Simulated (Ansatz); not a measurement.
C3H3F3, SMILES `FCC=C(F)F`, charge 0, multiplicity 1.

Task: Give a relaxed structure at PBE0-D4/def2-TZVP (Ansatz 0.2.0). (Best estimate.)

Result: The calculation gave: 
```xyz
9

F    -1.576   -0.458    1.370
C    -0.499   -0.846    0.583
C    -0.252    0.154   -0.483
C     0.820    0.923   -0.511
F     1.798    0.901    0.363
F     1.072    1.816   -1.436
H     0.369   -0.959    1.234
H    -0.755   -1.819    0.154
H    -0.977    0.289   -1.274
```
This is one stationary point; other conformers may exist.
